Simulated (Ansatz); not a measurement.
Compare A (`O=C1CCCN1`) with its isomer B (`CC1=NCCO1`).

Program: Ansatz. Geometries: PBE0-D4/def2-TZVP. ΔE: electronic, gas phase. CBS: MP2 limit from def2 TZ/QZ plus the TZ coupled-cluster correction, frozen cores. DFT in def2-TZVPP. B3LYP here is the variant with VWN-RPA as its local correlation; programs differ in this.

**Question.** Which isomer does CCSD(T)/CBS put lower? Give the gap. (Best estimate.)

**Answer.** The calculation gave: A, by 76.3 kJ/mol.

**Question.** Give E(B) − E(A) in kJ/mol with HF/def2-TZVPP, r2SCAN-D4, CCSD/def2-TZVPP, B3LYP, B2PLYP, B3LYP-D4, BLYP-D4. (An estimate is asked.)

**Answer.** Ansatz gave: HF/def2-TZVPP 78.7, r2SCAN-D4 82.4, CCSD/def2-TZVPP 76.1, B3LYP 78.3, B2PLYP 79.2, B3LYP-D4 80.2, BLYP-D4 77.0. None reverses the order clearly.

**Question.** Does the order hold for the free energy at 298.15 K (harmonic terms from PBE0-D4)? (An estimate is asked.)

**Answer.** The calculation gave: Yes: G(B) − G(A) = +68.9 kJ/mol. Modes under 60 cm⁻¹, often nearly free rotors, make the harmonic entropy too high.

Largest T1 diagnostic: 0.013.

At CCSD(T), def2-SVP lies +8.1 kJ/mol from the extrapolated value and def2-TZVPP −2.0 kJ/mol. Leaving LDA and LC-ωPBE aside and taking each functional with its dispersion term where it has one, the values spread over 9.3 kJ/mol, from BLYP-D4 to PBE0-D4. LDA lies +7.2 kJ/mol from PBE without D4.
